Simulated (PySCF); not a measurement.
# CH5FSi (fluoromethylsilane): the cost of one run

The runs use PySCF 2.14.0, with density-fitted response routines of our own; the level of theory stands in each step. All values are computed, except where a source is named. Atoms are numbered from 0 throughout.

## Step 1: The molecule as given

8 atoms, charge 0, multiplicity 1; geometry from: GFN2-xTB. The atoms were then displaced at random by about 0.01 Å, so the start is not that level's minimum.

Bonds of the start (Å): C0–Si1 1.86, Si1–F2 1.61, C0–H3 1.08, C0–H4 1.12, C0–H5 1.07, Si1–H6 1.46, Si1–H7 1.46.

## Step 2: Geometry optimisation at PBE0-D3(BJ)/def2-SVP

The job: settings as JSON, then the geometry in Å.

```
{"job": {"xc": "PBE0", "basis": "def2-SVP", "d3": "d3bj", "grid": 1, "shake": 0.01, "kind": "geom"}, "charge": 0, "multiplicity": 1}
C     -0.976840    -0.037830    -0.053830
Si     0.884110    -0.090210     0.018840
F      1.393290     1.386200     0.405840
H     -1.387400     0.287600     0.894530
H     -1.335280     0.700410    -0.811520
H     -1.425510    -0.972070    -0.321090
H      1.510680    -0.355520    -1.272760
H      1.392090    -0.937730     1.087520
```

Command:

```
$ OMP_NUM_THREADS=1 python probes_run.py task.json out
```

This one command runs all jobs of the session in turn.

**Question.** How long does this first job take on 1 thread of Arm Neoverse V2, shared host, and how much memory does it need?

About 7.9 s, with a peak of 0.31 GiB.
